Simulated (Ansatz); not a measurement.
CsCl-type TlBr was calculated with PBE (Ansatz, a quantum-chemistry and plane-wave program, PAW).

Run with plane-wave cutoff 520 eV, 6×6×6 k mesh, scalar-relativistic PAW data made under PBE.

Computed at the level's own relaxed cell.

Hill averages of the elastic tensor: K = 19.7 GPa, G = 7.4 GPa. Volume 33.284 Å³/atom, mean atomic mass 142.144 u.

Q: Work out the density, the sound velocities of a polycrystal and the elastic Debye temperature at this level.

A: ρ = 1.66054 × 142.144/33.284 = 7.092 g/cm³. v_l = √[(K + 4G/3)/ρ] = 2.042 km/s and v_t = √(G/ρ) = 1.021 km/s. The mean follows from 3/v_m³ = 1/v_l³ + 2/v_t³: v_m = 1.145 km/s. Θ_D = (ħ/k_B) v_m (6π²/V)^(1/3) = 76.38 K Å s/km × 1.145 × 1.2117 Å⁻¹ = 106 K, counting all atoms of the cell.
